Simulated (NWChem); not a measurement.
# CH3FSi (SMILES F[C][SiH3]): U-r2SCAN0-D3(BJ)/pcseg-2

What is the energy change on altering one bond length of CH3FSi at U-r2SCAN0-D3(BJ)/pcseg-2? 

The results are computed with NWChem 7.3.0.

## Step 1: The system as given

CH3FSi has 6 atoms, charge 0, and is taken as a triplet. As SMILES, `F[C][SiH3]`. Geometry: relaxed at GFN2-xTB.

Bond lengths: F1–C2 1.318 Å, C2–Si3 1.844 Å, Si3–H4 1.469 Å, Si3–H5 1.456 Å, Si3–H6 1.470 Å. Angles: F1–C2–Si3 128.5°, C2–Si3–H4 110.9°, C2–Si3–H5 103.6°, C2–Si3–H6 110.8°, H4–Si3–H5 111.6°, H4–Si3–H6 108.3°, H5–Si3–H6 111.7°.

## Step 2: Energy and one-electron properties at U-r2SCAN0-D3(BJ)/pcseg-2

Input file ch3fsi.nw:

```
start ch3fsi
title "CH3FSi properties"
memory stack 880 mb heap 220 mb global 1100 mb
geometry units angstrom noautosym nocenter noautoz
  F        0.224090      -1.972460       1.187430
  C        0.716820      -1.061660       0.372510
  Si      -0.092860       0.468300      -0.264490
  H       -1.296310       0.138890      -1.040580
  H        0.933630       1.077090      -1.098720
  H       -0.485360       1.349840       0.843840
end
basis spherical
  * library pcseg-2
end
dft
  xc r2scan0
  mult 3
  disp vdw 4
  grid medium
  iterations 150
  print medium
end
property
  efield
  electrondensity
  quadrupole
  esp
  dipole
  moldenfile
  molden_norm janpa
end
task dft property
```

The run is started by

```
$ nwchem ch3fsi.nw > ch3fsi.out
```

The log of the run (excerpt; [...] marks lines left out):

```text
[...]
          Wavefunction type:  spin polarized.
          No. of atoms     :     6
          No. of electrons :    32
[...]
          Charge           :     0
          Spin multiplicity:     3
[...]
          AO basis - number of functions:   136
[...]
              XC Information
              --------------
                     r^2SCAN0 Method XC Functional
                     Hartree-Fock (Exact) Exchange  0.250
               r^2SCAN metaGGA Exchange Functional  0.750
                     r^2SCAN Correlation Potential  1.000
[...]
 d= 0,ls=0.0,diis     1   -428.9932645604 -5.21D+02  3.71D-03  1.48D-01     4.4
[...]
 d= 0,ls=0.0,diis    10   -429.0615683068 -6.85D-08  4.12D-07  2.31D-08    39.3
[...]
         Total DFT energy =     -429.061568306811
      One electron energy =     -777.152961087995
           Coulomb energy =      293.394279751345
    Exchange-Corr. energy =      -37.803381375821
 Nuclear repulsion energy =       92.501443036183
    Dispersion correction =       -0.000948630522
[...]
      <S2> =      2.0115 (Exact =     2.0000)
[...]
   Dipole moment        1.1951224369 Debye(s)
             DMX       -0.3459176202 DMXEFC        0.0000000000
             DMY        1.0225096996 DMYEFC        0.0000000000
             DMZ       -0.5129644757 DMZEFC        0.0000000000
   -EFC- dipole         0.0000000000 DEBYE(S)
   Total dipole         1.1951224369 DEBYE(S)
[...]
```

Run time: 40 s. Hardware: 1 thread of Intel Xeon 6975P-C (Granite Rapids), shared host; peak memory 0.12 GiB.

## Step 3: The distorted shape

Input file ch3fsi.nw:

```
start ch3fsi
title "CH3FSi properties"
memory 2200 mb
charge 0

geometry noautosym nocenter
  zmatrix
    F
    C 1 r2
    Si 2 r3 1 a3
    H 3 r4 2 a4 1 d4
    H 3 r5 4 a5 2 d5
    H 3 r6 5 a6 4 d6
  variables
    r2 1.449512
    r3 1.844486
    a3 128.51763
    r4 1.469394
    a4 110.8533
    d4 -60.84095
    r5 1.456107
    a5 111.62293
    d5 114.94444
    r6 1.469546
    a6 111.68954
    d6 -121.41633
  end
end

basis spherical
  * library pcseg-2
end

dft
  xc r2scan0
  mult 3
  disp vdw 4
  grid medium
  iterations 150
  print medium
end

property
  efield
  electrondensity
  quadrupole
  esp
  dipole
  moldenfile
  molden_norm janpa
end

task dft property
```

The run is started by

```
$ nwchem ch3fsi.nw > ch3fsi.out
```

The log of the run (excerpt; [...] marks lines left out):

```text
[...]
          Wavefunction type:  spin polarized.
          No. of atoms     :     6
          No. of electrons :    32
[...]
          Charge           :     0
          Spin multiplicity:     3
[...]
          AO basis - number of functions:   136
[...]
              XC Information
              --------------
                     r^2SCAN0 Method XC Functional
                     Hartree-Fock (Exact) Exchange  0.250
               r^2SCAN metaGGA Exchange Functional  0.750
                     r^2SCAN Correlation Potential  1.000
[...]
 d= 0,ls=0.0,diis     1   -428.9607848252 -5.18D+02  3.88D-03  1.77D-01     4.3
[...]
 d= 0,ls=0.0,diis    11   -429.0490493298 -2.66D-08  3.68D-07  1.32D-09    40.5
[...]
         Total DFT energy =     -429.049049329785
      One electron energy =     -771.389743302450
           Coulomb energy =      290.564456614599
    Exchange-Corr. energy =      -37.744485067591
 Nuclear repulsion energy =       89.521666763904
    Dispersion correction =       -0.000944338248
[...]
      <S2> =      2.0121 (Exact =     2.0000)
[...]
   Dipole moment        1.9769829781 Debye(s)
             DMX        0.9980404527 DMXEFC        0.0000000000
             DMY        0.0001947460 DMYEFC        0.0000000000
             DMZ        1.7065687541 DMZEFC        0.0000000000
   -EFC- dipole         0.0000000000 DEBYE(S)
   Total dipole         1.9769829781 DEBYE(S)
[...]
```

Wall time 41 s (1 thread of Intel Xeon 6975P-C (Granite Rapids), shared host); peak memory 0.32 GiB.

## Step 4: Summary of results

At U-r2SCAN0-D3(BJ)/pcseg-2:

```
                                                         quantity          value
                                        first shape: total energy  -429.06157 Eh
                                       first shape: dipole moment         1.20 D
                  first shape: HOMO energy (highest over α and β)       -6.92 eV
                   first shape: LUMO energy (lowest over α and β)       -1.82 eV
                                   first shape: dispersion energy   -2.49 kJ/mol
                                                first shape: ⟨S²⟩          2.011
                                    distorted shape: total energy  -429.04905 Eh
                                   distorted shape: dipole moment         1.98 D
              distorted shape: HOMO energy (highest over α and β)       -7.48 eV
               distorted shape: LUMO energy (lowest over α and β)       -2.21 eV
                               distorted shape: dispersion energy   -2.48 kJ/mol
                                            distorted shape: ⟨S²⟩          2.012
energy change with the F1–C2 bond stretched from 1.318 to 1.450 Å       0.341 eV
```

What this shows: With the F1–C2 bond stretched from 1.318 to 1.450 Å the energy rises by 0.34 eV (32.9 kJ/mol). The first shape isn't relaxed at this level, so the change isn't measured from a minimum.
